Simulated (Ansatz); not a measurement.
Predict the output of the script below (Ansatz 0.2.0 through its Python package).

The script, `h2s3_bend.py`:
```python
# -*- coding: utf-8 -*-
import logging
import sys

import ansatz as az
from ase import Atoms

logging.basicConfig(stream=sys.stdout, format="%(levelname)s %(message)s")
log = logging.getLogger("run")
log.setLevel(logging.INFO)

config = {
    "basis": "cc-pVDZ",
    "functional": "CAM-B3LYP",
    "force_tol": 0.02,
}

atoms = Atoms(["S", "S", "S", "H", "H"], positions=[
    (-1.519, -0.7571, 0.076),
    (-0.4091, 0.7907, 0.8263),
    (1.47, 0.0482, 0.79),
    (-1.3237, -0.4677, -1.2486),
    (1.8316, 0.3122, -0.4852),
])

first = (
    az.Crystal.molecule_from_ase(atoms).calculation()
    .basis(gaussian=config["basis"])
    .functional(config["functional"])
    .relax(force_tolerance=config["force_tol"], max_steps=80)
)
atoms.positions = first.run(threads=1, backend="cpu").report["positions_ang"]

rows = []
for angle in [85, 95, 105, 115, 125, 140, 160]:
    bent = atoms.copy()
    bent.set_angle(1, 2, 4, angle, indices=[4])
    setup = (
        az.Crystal.molecule_from_ase(bent).calculation()
        .basis(gaussian=config["basis"])
        .functional(config["functional"])
    )
    rows.append((angle, setup.run(threads=1, backend="cpu").report["free_energy_ev"]))
floor = min(e for _, e in rows)
for angle, e in rows:
    log.info(f"angle S1-S2-H4 = {angle:3d} deg   {1000 * (e - floor):9.1f} meV")
```

`python h2s3_bend.py` gives:
```text
INFO angle S1-S2-H4 =  85 deg       124.3 meV
INFO angle S1-S2-H4 =  95 deg         0.0 meV
INFO angle S1-S2-H4 = 105 deg        32.9 meV
INFO angle S1-S2-H4 = 115 deg       208.9 meV
INFO angle S1-S2-H4 = 125 deg       512.9 meV
INFO angle S1-S2-H4 = 140 deg      1174.9 meV
INFO angle S1-S2-H4 = 160 deg      2322.2 meV
```

The scan is rigid, and the energies are electronic, in a modest basis. The zero is the lowest point of the grid, which needn't be the minimum. Hardware and time: 33 s on 1 thread of Arm Neoverse V1, on a shared host, peak memory 0.22 GiB.
